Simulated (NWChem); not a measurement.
**CH (+1) in NWChem**

The numbers come from NWChem runs, not from measurements. The geometry was optimised at PBE0/def2-SVP, a minimum by its harmonic frequencies.

Job file:

```
start mol
memory heap 200 mb stack 900 mb global 1100 mb
charge 1
geometry "system" units angstroms nocenter noautoz noautosym
  C      0.000000     0.000000     0.163891
  H      0.000000     0.000000    -0.983348
end
set geometry "system"
basis spherical
  * library 6-31g*
end
dft
  xc xpbe96 cpbe96
  semidirect memsize 60000000 filesize 0
  iterations 100
  convergence energy 1e-10 density 1e-9 gradient 1e-8
  tolerances tight
end
task dft energy
rt_tddft
  tmax 200.0
  dt 0.2
  tag "kick"
  print dipole
  field "kick"
    type delta
    polarization z
    max 0.0001
  end
  excite "system" with "kick"
end
task dft rt_tddft
```

Change of the dipole's z component after the kick, in units of 1e-4 a.u.:

```
time (a.u.)      Δμ
-----------  ------
0.0           0.000
0.4           0.112
0.8           0.249
1.2           0.345
1.6           0.410
2.0           0.441
2.4           0.438
2.8           0.417
3.2           0.379
3.6           0.316
4.0           0.241
4.4           0.167
4.8           0.094
5.2           0.035
5.6          -0.008
6.0          -0.048
6.4          -0.087
6.8          -0.122
7.2          -0.150
7.6          -0.167
8.0          -0.168
8.4          -0.160
8.8          -0.156
9.2          -0.164
9.6          -0.182
10.0         -0.207
10.4         -0.228
10.8         -0.233
11.2         -0.226
11.6         -0.211
12.0         -0.184
12.4         -0.152
12.8         -0.111
13.2         -0.052
13.6          0.017
14.0          0.088
14.4          0.160
14.8          0.220
15.4          0.294
15.8          0.336
16.2          0.380
16.6          0.409
17.0          0.411
17.4          0.384
17.8          0.319
18.2          0.224
18.6          0.123
19.0          0.020
19.4         -0.079
19.8         -0.163
20.2         -0.237
20.6         -0.300
21.0         -0.340
21.4         -0.356
21.8         -0.352
22.2         -0.334
22.6         -0.308
23.0         -0.283
23.4         -0.259
23.8         -0.222
24.2         -0.168
24.6         -0.103
25.0         -0.029
25.4          0.043
25.8          0.097
26.2          0.138
26.6          0.177
27.0          0.208
27.4          0.237
27.8          0.268
28.2          0.281
28.6          0.277
29.0          0.267
29.4          0.244
29.8          0.216
```
